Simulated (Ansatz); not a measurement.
# BF2H: the cost of one run

Program: Ansatz 0.2.0. Level of theory: RKS r2SCANh-D4/def2-SVP. These are calculated values, not measurements.

## 1. The structure to begin with

Bond lengths: B1–F2 1.320 Å, B1–F3 1.320 Å, B1–H4 1.190 Å. Angles: F2–B1–F3 120.0°, F2–B1–H4 120.0°, F3–B1–H4 120.0°.

Structure file:

```xyz
4

B     0.0000    0.0000    0.0000
F     0.0000    0.0000    1.3200
F     1.1431    0.0000   -0.6600
H    -1.0305    0.0000   -0.5950
```

## 2. Preparing the start

Contents of input.yaml:

```yaml
crystal:
  periodic: [false, false, false]
  atoms:
    - { symbol: B, position_ang: [0.0, 0.0, 0.0] }
    - { symbol: F, position_ang: [0.0, 0.0, 1.32] }
    - { symbol: F, position_ang: [1.1431, 0.0, -0.66] }
    - { symbol: H, position_ang: [-1.0305, 0.0, -0.595] }
basis:
  gaussian: { orbitals: def2-SVP }
hamiltonian:
  xc: r2scanh
  dispersion: d4
relax:
  f_tol: 0.02
  max_steps: 40
```

Command:

```sh
> ansatz run input.yaml --threads 1 --pin off --max-ram 2048MiB --backend cpu --events-out ev --progress --plain --runs-dir out
```

Q: Estimate wall time and peak memory on 1 thread of Arm Neoverse V1, shared host.

About 5.6 s, with a peak of 0.11 GiB.
